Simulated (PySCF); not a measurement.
# Relaxation of triplet [Mg2Cl]+

Level of theory: UPBE0/[Cl def2-TZVP, Mg def2-TZVP], no relativity, density fitting, PySCF. A (50,194) grid was used.

A hand-made linear start, of D∞h symmetry, held to at least that symmetry:

```xyz
3
charge 1 multiplicity 3, angstrom
Cl    0.0000    0.0000    0.0000
Mg    0.0000    0.0000    2.3324
Mg    0.0000    0.0000   -2.3324
```

Optimiser trace:
```
step  E − E(last) (kJ/mol)  largest gradient (Eh/bohr)
   0                  2.04                     0.00727
   1                  0.89                     0.00468
   2                  0.01                     0.00050
   3                  0.00                     0.00004
```

It ends at D∞h with Cl–Mg 2.391 Å (×2); Mg–Cl–Mg 180.0°. A frequency run shows 2 imaginary modes (one degenerate set), down to 37i cm⁻¹, so it is a higher-order saddle point. Other isomers or separated fragments may lie lower.

Final geometry:
Z-matrix (Å, degrees; charge 1 multiplicity 3):
```
Cl
Mg 1 2.3908
Mg 1 2.3908 2 180.00
```

The relaxation took about 13 core-seconds on a shared host.
